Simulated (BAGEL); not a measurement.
# C2H6Si (vinylsilane) at B3LYP/6-31G(d) (density fitting with qzvpp-jkfit, spherical functions)

Aim: the energy change on altering one bond length of C2H6Si (vinylsilane) at B3LYP/6-31G* (density fitting with qzvpp-jkfit, spherical functions), from 2 runs. 

The calculation is run with BAGEL 1.2.2.

## (1) The structure to begin with

C2H6Si: 9 atoms, total charge 0, spin state singlet. SMILES: `C=C[SiH3]`. Geometry: relaxed at PBE0-D4/def2-TZVP.

Bond lengths: C1–C2 1.330 Å, C2–Si3 1.859 Å, C1–H4 1.087 Å, C1–H5 1.087 Å, C2–H6 1.089 Å, Si3–H7 1.488 Å, Si3–H8 1.487 Å, Si3–H9 1.488 Å. Some angles: C1–C2–Si3 123.1°, C1–C2–H6 118.1°, Si3–C2–H6 118.8°, C2–C1–H4 121.7°, C2–C1–H5 122.2°, C2–Si3–H7 110.8°, C2–Si3–H8 109.0°, C2–Si3–H9 110.8°, H4–C1–H5 116.1°, H7–Si3–H8 109.3°.

## (2) The energy at B3LYP/6-31G(d) (density fitting with qzvpp-jkfit, spherical functions)

The input, input.json:

```json
{ "bagel": [

{
  "title": "molecule",
  "basis": "6-31gs.json",
  "df_basis": "qzvpp-jkfit",
  "angstrom": true,
  "geometry": [
    { "atom": "C", "xyz": [   -0.713700,    0.870200,   -1.048300 ] },
    { "atom": "C", "xyz": [   -0.071300,    0.712500,    0.105600 ] },
    { "atom": "Si", "xyz": [    0.560600,   -0.932000,    0.700100 ] },
    { "atom": "H", "xyz": [   -0.905700,    0.033000,   -1.713900 ] },
    { "atom": "H", "xyz": [   -1.076700,    1.838600,   -1.381500 ] },
    { "atom": "H", "xyz": [    0.089400,    1.592000,    0.727600 ] },
    { "atom": "H", "xyz": [    2.035800,   -0.893900,    0.893800 ] },
    { "atom": "H", "xyz": [    0.223400,   -1.972400,   -0.307300 ] },
    { "atom": "H", "xyz": [   -0.053200,   -1.294300,    2.006700 ] }
  ]
},
{
  "title": "ks",
  "xc_func": "b3lyp",
  "charge": 0
},
{
  "title": "print",
  "file": "orbitals.molden",
  "orbitals": true
}

]}
```

The basis set 6-31G* is read from a file made from the Basis Set Exchange's data (not shown).

Run with:

```
$ BAGEL_NUM_THREADS=1 BAGEL input.json > input.out
```

The log of the run:

```text
* using 1 threads per process

  ===============================================================
  ===============================================================

  *** Geometry ***

  { "atom" : "C", "xyz" : [     -1.348698,      1.644440,     -1.981000 ] },
  { "atom" : "C", "xyz" : [     -0.134737,      1.346430,      0.199555 ] },
  { "atom" : "Si", "xyz" : [      1.059380,     -1.761225,      1.322997 ] },
  { "atom" : "H", "xyz" : [     -1.711525,      0.062361,     -3.238802 ] },
  { "atom" : "H", "xyz" : [     -2.034668,      3.474450,     -2.610657 ] },
  { "atom" : "H", "xyz" : [      0.168942,      3.008444,      1.374965 ] },
  { "atom" : "H", "xyz" : [      3.847104,     -1.689226,      1.689037 ] },
  { "atom" : "H", "xyz" : [      0.422165,     -3.727296,     -0.580713 ] },
  { "atom" : "H", "xyz" : [     -0.100533,     -2.445873,      3.792113 ] },

  Number of auxiliary basis functions:      386

  Since a DF basis is specified, we compute 2- and 3-index integrals:
    o Being stored without compression. Storage requirement is 0.010 GB

  Number of basis functions:       58
  Number of electrons      :       32

    * METHOD: MOLECULE                             0.15

  *** Kohn-Sham DFT ***

    * Removing 15024 points whose weight is below 1.00e-10
    * Grid points: 119130

  === Nuclear Repulsion ===
    98.3219083629

       - DIIS with orbital gradients will be used.

  === KS iteration (b3lyp / 6-31gs.json) ===
      0       -346.65841555          0.15394932           0.26
      1       -352.81115747          0.14073531           0.26
      2       -349.52518604          0.17875339           0.26
      3       -368.10888458          0.07137593           0.25
      4       -369.06301444          0.02852619           0.26
      5       -369.19822154          0.01788510           0.23
      6       -369.24025388          0.01210590           0.23
      7       -369.27449682          0.00501819           0.23
      8       -369.28090378          0.00052531           0.26
      9       -369.28097357          0.00007742           0.24
     10       -369.28097481          0.00002534           0.24
     11       -369.28097496          0.00000584           0.25
     12       -369.28097497          0.00000205           0.25
     13       -369.28097497          0.00000010           0.25
     14       -369.28097497          0.00000002           0.26
     15       -369.28097497          0.00000001           0.26
    * SCF iteration converged.

    * Permanent dipole moment:
           (    0.118904,    -0.254620,     0.131727) a.u.

    * METHOD: KS                                   4.56

    * METHOD: PRINT                                0.01

  ===============================================================
```

Wall time 5.1 s (1 thread of Arm Neoverse V1, shared host); peak memory 0.34 GiB.

## (3) The distorted shape, same level

The input, input.json:

```json
{ "bagel": [

{
  "title": "molecule",
  "basis": "6-31gs.json",
  "df_basis": "qzvpp-jkfit",
  "angstrom": true,
  "geometry": [
    { "atom": "C", "xyz": [   -0.612545,    1.182305,   -0.746095 ] },
    { "atom": "C", "xyz": [    0.029855,    1.024605,    0.407805 ] },
    { "atom": "Si", "xyz": [    0.661755,   -0.619895,    1.002305 ] },
    { "atom": "H", "xyz": [   -0.804545,    0.345105,   -1.411695 ] },
    { "atom": "H", "xyz": [   -0.975545,    2.150705,   -1.079295 ] },
    { "atom": "H", "xyz": [    0.190555,    1.904105,    1.029805 ] },
    { "atom": "H", "xyz": [    2.136955,   -0.581795,    1.196005 ] },
    { "atom": "H", "xyz": [    0.223400,   -1.972400,   -0.307300 ] },
    { "atom": "H", "xyz": [    0.047955,   -0.982195,    2.308905 ] }
  ]
},
{
  "title": "ks",
  "xc_func": "b3lyp"
},
{
  "title": "print",
  "file": "orbitals.molden",
  "orbitals": true
}

]}
```

The basis set 6-31G* is read from a file made from the Basis Set Exchange's data (not shown).

Run with:

```
$ BAGEL_NUM_THREADS=1 BAGEL input.json > input.out
```

The log of the run:

```text
* using 1 threads per process

  ===============================================================
  ===============================================================

  *** Geometry ***

  { "atom" : "C", "xyz" : [     -1.157542,      2.234233,     -1.409915 ] },
  { "atom" : "C", "xyz" : [      0.056418,      1.936223,      0.770640 ] },
  { "atom" : "Si", "xyz" : [      1.250536,     -1.171432,      1.894082 ] },
  { "atom" : "H", "xyz" : [     -1.520370,      0.652154,     -2.667717 ] },
  { "atom" : "H", "xyz" : [     -1.843513,      4.064243,     -2.039572 ] },
  { "atom" : "H", "xyz" : [      0.360097,      3.598237,      1.946049 ] },
  { "atom" : "H", "xyz" : [      4.038260,     -1.099433,      2.260122 ] },
  { "atom" : "H", "xyz" : [      0.422165,     -3.727296,     -0.580713 ] },
  { "atom" : "H", "xyz" : [      0.090622,     -1.856080,      4.363198 ] },

  Number of auxiliary basis functions:      386

  Since a DF basis is specified, we compute 2- and 3-index integrals:
    o Being stored without compression. Storage requirement is 0.010 GB

  Number of basis functions:       58
  Number of electrons      :       32

    * METHOD: MOLECULE                             0.14

  *** Kohn-Sham DFT ***

    * Removing 14656 points whose weight is below 1.00e-10
    * Grid points: 119498

  === Nuclear Repulsion ===
    96.8907086306

       - DIIS with orbital gradients will be used.

  === KS iteration (b3lyp / 6-31gs.json) ===
      0       -346.41266530          0.15229376           0.24
      1       -352.55102682          0.14055425           0.24
      2       -349.09728390          0.17439818           0.24
      3       -368.23937685          0.06698402           0.23
      4       -369.03045866          0.02850561           0.25
      5       -369.14379491          0.01912756           0.24
      6       -369.18876121          0.01443621           0.25
      7       -369.23985422          0.00426733           0.24
      8       -369.24460823          0.00081894           0.23
      9       -369.24484180          0.00016237           0.25
     10       -369.24485096          0.00004984           0.24
     11       -369.24485153          0.00000998           0.23
     12       -369.24485156          0.00000191           0.24
     13       -369.24485156          0.00000133           0.25
     14       -369.24485156          0.00000006           0.25
     15       -369.24485156          0.00000002           0.24
     16       -369.24485156          0.00000001           0.28
     17       -369.24485156          0.00000000           0.24
    * SCF iteration converged.

    * Permanent dipole moment:
           (    0.073700,    -0.498424,    -0.040633) a.u.

    * METHOD: KS                                   4.96

    * METHOD: PRINT                                0.01

  ===============================================================
```

Run time: 5.4 s. Hardware: 1 thread of Arm Neoverse V1, shared host; peak memory 0.34 GiB.

## (4) Summary of results

Level: B3LYP/6-31G* (density fitting with qzvpp-jkfit, spherical functions).

| quantity | value |
| --- | --- |
| first shape: total energy | -369.28097 Eh |
| first shape: dipole moment | 0.79 D |
| first shape: HOMO energy | -7.49 eV |
| first shape: LUMO energy | -0.18 eV |
| first shape: HOMO–LUMO gap | 7.31 eV |
| distorted shape: total energy | -369.24485 Eh |
| distorted shape: dipole moment | 1.28 D |
| distorted shape: HOMO energy | -7.62 eV |
| distorted shape: LUMO energy | -0.31 eV |
| distorted shape: HOMO–LUMO gap | 7.31 eV |
| energy change with the Si3–H8 bond stretched from 1.487 to 1.933 Å | 0.983 eV |

With the Si3–H8 bond stretched from 1.487 to 1.933 Å the energy rises by 0.98 eV (22.7 kcal/mol). The first shape isn't relaxed at this level, so the change isn't measured from a minimum.
